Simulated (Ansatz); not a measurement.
# AlH3NO, SMILES [NH2][Al][OH]: a short molecular-dynamics run

Program: Ansatz 0.2.0 through its Python package.

Script `run_md.py`:
```python
# -*- coding: utf-8 -*-
"""Molecular dynamics of one AlH3NO molecule."""

import ansatz as az
from ase import Atoms
import numpy as np


def main():
    atoms = Atoms(["N", "Al", "O", "H", "H", "H"], positions=[
        (-1.103, 0.1389, -0.4632),
        (0.6936, -0.2897, -0.3672),
        (1.4035, -0.7286, 1.2394),
        (-1.5172, -0.462, -1.1614),
        (-1.1945, 1.1312, -0.914),
        (1.7596, 0.1461, 1.6202),
    ])
    geometry = az.Crystal.molecule_from_ase(atoms)

    calculation = (
        geometry.calculation()
        .basis(gaussian="6-31G")
        .functional("PBE")
        .spin("collinear", total=1)
        .md("nve", timestep=0.5, steps=20, temperature=200, initial_velocities="maxwell_boltzmann", seed=50)
    )
    frames = []
    calculation.session().plan().execute(on_event=lambda e: frames.append(e["data"]) if e["event"] == "md_step" else None)
    print("t (fs)   E_pot (eV)      E_kin (eV)   T (K)   d(0-1) (A)")
    for f in frames[::1]:
        xyz = np.array(f["positions_ang"])
        print(f"{f['time_fs']:6.2f} {f['lagrangian_ev']:14.5f} {f['e_kin_ev']:10.5f} {f['temperature_k']:8.1f} {np.linalg.norm(xyz[0] - xyz[1]):9.4f}")
    kept = np.array([f["conserved_ev"] for f in frames])
    print(f"conserved energy moves by at most {1000 * np.ptp(kept):.3f} meV")


if __name__ == "__main__":
    main()
```

`python run_md.py` gives:
```text
t (fs)   E_pot (eV)      E_kin (eV)   T (K)   d(0-1) (A)
  0.00   -10173.34941    0.10341    200.0    1.8495
  0.50   -10173.33940    0.09357    181.0    1.8490
  1.00   -10173.34304    0.09712    187.8    1.8486
  1.50   -10173.35883    0.11259    217.8    1.8484
  2.00   -10173.38191    0.13526    261.6    1.8485
  2.50   -10173.40589    0.15885    307.2    1.8487
  3.00   -10173.42478    0.17748    343.3    1.8490
  3.50   -10173.43500    0.18772    363.1    1.8495
  4.00   -10173.43709    0.19010    367.7    1.8501
  4.50   -10173.43606    0.18956    366.6    1.8508
  5.00   -10173.43973    0.19370    374.6    1.8515
  5.50   -10173.45527    0.20944    405.1    1.8523
  6.00   -10173.48567    0.23966    463.5    1.8530
  6.50   -10173.52801    0.28149    544.4    1.8538
  7.00   -10173.57413    0.32694    632.3    1.8545
  7.50   -10173.61352    0.36579    707.5    1.8554
  8.00   -10173.63784    0.38995    754.2    1.8563
  8.50   -10173.64489    0.39734    768.5    1.8573
  9.00   -10173.63991    0.39300    760.1    1.8584
  9.50   -10173.63298    0.38671    747.9    1.8596
 10.00   -10173.63433    0.38843    751.3    1.8609
conserved energy moves by at most 2.061 meV
```

Reading the output:
- Total energies depend on the basis set; only differences at equal settings carry meaning.
- The trajectory is only some femtoseconds long, so its temperature is not equilibrated; where the script doesn't relax first, it starts from a rough generated geometry.
- The species is open-shell (spin multiplicity 2).
- The temperature counts the internal degrees of freedom alone.
- It ran for 37 s on 1 thread of Arm Neoverse V1 (shared host), peak memory 0.16 GiB.

(A comment or docstring line of the script was reworded after the run, the code is as it ran; lines on the test bed's own set-up are left out of the output.)
